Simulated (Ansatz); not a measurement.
## LA phonon frequency at X of rock-salt LiF at several levels of theory

No measured value is used here.

```json
[
 {"level (code)": "LDA (Ansatz)", "value (cm⁻¹)": "376", "cell (Å³/atom)": "7.47"},
 {"level (code)": "PBE (Ansatz)", "value (cm⁻¹)": "327", "cell (Å³/atom)": "8.42"},
 {"level (code)": "r²SCAN (Ansatz)", "value (cm⁻¹)": "362", "cell (Å³/atom)": "7.94"},
 {"level (code)": "B3LYP (VWN-RPA form) (Ansatz)", "value (cm⁻¹)": "339", "cell (Å³/atom)": "8.14"},
 {"level (code)": "Hartree–Fock (Ansatz)", "value (cm⁻¹)": "351", "cell (Å³/atom)": "7.96"}
]
```

Each level is taken at its own relaxed cell. Cutoffs differ between the levels. Ansatz's density-functional and Hartree–Fock values are scalar-relativistic unless marked +SOC, with PAW data made under PBE.

Ansatz is an electronic-structure program.
